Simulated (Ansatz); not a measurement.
# HO (doublet): from Hartree-Fock to the top rungs at distance O1–H2 = 1.559 Å, cc-pVDZ

How much of the correlation energy of HO (doublet) does each wave-function method recover here?

Computed with Ansatz 0.2.0, Gaussian basis. Level: cc-pVDZ, core rule «outside noble gas», up to 1 orbitals frozen.

To be run: UHF; CCSD(T) on ROHF; CCSD(T) on UHF; BCCD(T) on ROHF; CISD; CCSDT(Q) on ROHF; CCSDT(Q) on UHF; CISDTQ; CCSDTQ on ROHF; CCSDTQ on UHF; CASSCF and MRCISD+Q, 3 electrons in 3 orbitals; CASSCF and NEVPT2, 3 electrons in 3 orbitals; CASSCF and MRCISD+Q, 7 electrons in 5 orbitals; CASSCF and NEVPT4(SD), 7 electrons in 5 orbitals; CASSCF and NEVPT2, 7 electrons in 5 orbitals; Full CI.

18 further runs of the same task are left out: 14 that didn't finish, 4 set aside as unsound or not needed.

## 1. The geometry

The geometry derives from a PBE0/def2-TZVP stationary point (not a proven minimum). One bond is set to the value named and the two fragments are kept rigid.

2 atoms, charge 0, spin multiplicity 2.

Atoms are counted from 1 here; the program's logs count them from 0.

No contacts short enough for the rule that draws bonds.

## 2. UHF

Contents of in.yaml:

```yaml
crystal:
  periodic: [false, false, false]
  atoms:
    - {symbol: O, position_ang: [0.000000, 0.000000, 0.000000]}
    - {symbol: H, position_ang: [0.000000, 0.000000, 1.559000]}
basis:
  gaussian: {orbitals: cc-pVDZ}
magnetization: {spin_polarized: true, initial_magnetization: 1}
hamiltonian: {xc: hf}
output: {orbitals: {seedname: orbitals}}
```

The run is started by

```sh
$ ansatz run in.yaml --threads 1 --pin off --events-out ev --progress --plain --max-ram 2393MiB
```

Further steps of the session: CCSD(T) on ROHF; CCSD(T) on UHF; BCCD(T) on ROHF; CISD; CCSDT(Q) on ROHF; CCSDT(Q) on UHF; CISDTQ; CCSDTQ on ROHF; CCSDTQ on UHF; CASSCF and MRCISD+Q, 3 electrons in 3 orbitals; CASSCF and NEVPT2, 3 electrons in 3 orbitals; CASSCF and MRCISD+Q, 7 electrons in 5 orbitals; CASSCF and NEVPT4(SD), 7 electrons in 5 orbitals; CASSCF and NEVPT2, 7 electrons in 5 orbitals; Full CI.

**Question.** What will the summary of the whole plan be? Wanted: FCI below the RHF energy; RMP2 from FCI; UMP2 from FCI; RCCSD from FCI; RCCSD(T) from FCI; UCCSD(T) from FCI; RCCSDT(Q) from FCI; UCCSDT(Q) from FCI; NEVPT2 pair from FCI.

As calculated:

| quantity | value |
| --- | --- |
| FCI below the RHF energy | -5.5869 eV |
| RMP2 from FCI | +850.0 meV |
| UMP2 from FCI | +1229.8 meV |
| RCCSD from FCI | +167.3 meV |
| RCCSD(T) from FCI | +36.7 meV |
| UCCSD(T) from FCI | +54.2 meV |
| RCCSDT(Q) from FCI | +0.1 meV |
| UCCSDT(Q) from FCI | +0.8 meV |
| NEVPT2 pair from FCI | +407.5 meV |
| MRCISD+Q pair from FCI | +14.7 meV |
| NEVPT2 valence from FCI | +641.4 meV |
| levels within 1 kcal/mol (43 meV) | RCCSD(T), BCCD(T), RCCSDT, UCCSDT, CISDTQ, RCCSDT(Q), UCCSDT(Q), RCCSDTQ, UCCSDTQ, MRCISD+Q pair, MRCISD+Q valence |
| T1 diagnostic | 0.032 |
| effectively unpaired electrons | 1.22 |

**Reading.** RCCSD(T) lands +36.7 meV from the yardstick (0.7 % of the correlation energy). The occupations show some static correlation. Of the multireference levels listed MRCISD+Q valence comes nearest in total energy (+11.4 meV), which doesn't show that its space is the better one. These misses are within one basis, not against nature; the frozen cores of restricted and unrestricted runs differ, which can shift their rows.
